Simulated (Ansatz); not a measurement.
Reaction: CH3F (fluoromethane, SMILES FC) → CH2F (SMILES [CH2]F, doublet) + H (doublet) (the C-H bond breaks)
Each species at its own B3LYP-D3(BJ)/def2-TZVP minimum (Ansatz, a first-principles code).

Wanted: bond dissociation energy (electronic), in kcal/mol. UHF or UKS for unpaired electrons; spin-orbit terms are left out. CBS(X,Y): correlation extrapolated as X^-3, Hartree-Fock from the larger set (Q,5: extrapolated as (X+1)exp(-9√X)). A bracket is a step between two methods taken in the basis named. Functionals run without relativity, which enters their misses. Double hybrids freeze cores in their MP2 part. '+ core + X2C': CCSD(T) terms for core correlation (cc-pwCVTZ) and scalar relativity (cc-pVTZ-DK). For partners of very few electrons the exact lower level stands in for a higher one.

CCSD(T)/CBS(cc-pVQZ,cc-pV5Z) + [CCSDT(Q) - CCSD(T)]/cc-pVTZ + core + X2C (Ansatz) gives 108.8 kcal/mol.

Question: What does PBE/def2-TZVPD (Ansatz) give here, and how do the other levels compare?

Answer: PBE gives 104.0 kcal/mol, 4.8 kcal/mol below it. Differences of the others: B3LYP/def2-TZVPD (Ansatz) -2.6; PBE0/def2-TZVPD (Ansatz) -4.6; B2PLYP/def2-TZVPD (Ansatz) -2.8; CCSD(T)/CBS(cc-pVQZ,cc-pV5Z) + core + X2C (Ansatz) 0.1 kcal/mol. Nearer than PBE: B3LYP/def2-TZVPD, PBE0/def2-TZVPD, B2PLYP/def2-TZVPD, CCSD(T)/CBS(cc-pVQZ,cc-pV5Z) + core + X2C.
